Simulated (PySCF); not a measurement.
System: zinc-blende AlAs. Method: MP2 (PySCF, GTH pseudopotentials, Gaussian basis, DZ basis).

The same calculation (at the measured cell, 22.677 Å³/atom) with different numerical settings:

```csv
run,k mesh,correlation energy (eV/atom),total energy (eV/atom)
1,2×2×2,-2.1376,-112.4648
2,3×3×3,-2.3849,-113.1111
3,4×4×4,-2.4866,-113.2487
```

In the column total energy (eV/atom) the first row differs from the last by +0.7839 and the next to last by +0.1376.

The last row is no converged limit: other settings stay fixed.
